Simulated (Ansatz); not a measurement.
**C2H3F, singlet: the ladder up to RCCSDTQ**

Geometry: MP2(full)/6-31G*, from the G2/97 set.

```
atom    x (Å)    y (Å)   z (Å)
   C   0.0933   0.4598  0.0000
   C   1.2853  -0.1230  0.0000
   F  -1.0556  -0.2562  0.0000
   H  -0.0931   1.5279  0.0000
   H   1.3847  -1.2007  0.0000
   H   2.1773   0.4884  0.0000
```

Basis 6-31G; Ansatz 0.2.0. Correlated methods freeze the noble-gas cores, which leaves 18 electrons in 30 orbitals. R marks a restricted (for open shells ROHF) determinant, U an unrestricted one. Active spaces: frontier = (8e, 8o) about the gap.

Full CI isn't at hand for all of this; RCCSDTQ serves as the reference, and is uncertain by about the last step of the cluster series. The frozen core follows each run's orbitals, which can shift R against U totals by a few meV.

```
UHF ⟨S²⟩                          : 0.057
T1 diagnostic (RCCSD)             : 0.0116
largest doubles amplitude (RCCSD) : 0.155
```

| level | E − E(RHF) (eV) |
| --- | --- |
| UHF | -0.0028 |
| RMP2 | -8.1030 |
| RCCSD | -8.7247 |
| RCCSD(T) | -8.9301 |

Task: Estimate how far RCCSDTQ in 6-31G lies from RCCSD(T). The table doesn't fix it; the size of (T) and the diagnostics are the guide.

Result: RCCSDTQ in 6-31G lies 34 meV below RCCSD(T), which is 16 % of the (T) step (-205 meV). A doubles amplitude is large, RHF is unstable towards spin polarisation, but (T) still catches most of what CCSD lacks.

The other levels:

```json
{"level": "CISD", "E − E(RCCSDTQ) (meV)": "1060", "share of correlation (%)": "88.18", "wall time": "1.1 s"}
{"level": "BCCD(T)", "E − E(RCCSDTQ) (meV)": "31", "share of correlation (%)": "99.66", "wall time": "0.88 s"}
{"level": "RCCSDT", "E − E(RCCSDTQ) (meV)": "20", "share of correlation (%)": "99.78", "wall time": "–"}
{"level": "RCCSDT(Q)", "E − E(RCCSDTQ) (meV)": "-2", "share of correlation (%)": "100.02", "wall time": "5.5 s"}
```

The correlation energy at RCCSDTQ, counted from RHF, is -8.964 eV. That run took 33 s on 2 threads of AMD EPYC 7R13 with a shared H100 80 GB, shared host.

Run but not shown, since their state or frozen core can't be matched to the reference's or they repeat it: CASSCF (frontier space), MRCISD (frontier space), MRCISD+Q (frontier space), MRCISD+Q(relaxed) (frontier space).

Times hold each run's SCF and search for its determinant on a shared host, so for small cases they say little of a method's own cost; they ran on 1 thread of AMD EPYC 7R13.

Atomization energy (electronic, same basis, no zero-point term; atoms at the same level, unrestricted beside the R rows where the molecule is a closed shell, with restricted open-shell steps beyond CCSDT(Q)) at RCCSDTQ: 2058.3 kJ/mol. Errors of other levels:

| level | error (kJ/mol) |
| --- | --- |
| RHF | -443.2 |
| UHF | -442.9 |
| RMP2 | 7.8 |
| CISD | -93.0 |
| RCCSD | -19.1 |
| RCCSD(T) | -2.2 |
| BCCD(T) | -1.8 |
| RCCSDT | -1.8 |
| RCCSDT(Q) | 0.2 |

This basis is far from its limit, so the value isn't to be set against a measured one. Truncated CI isn't size-consistent, which counts against it in atomization.
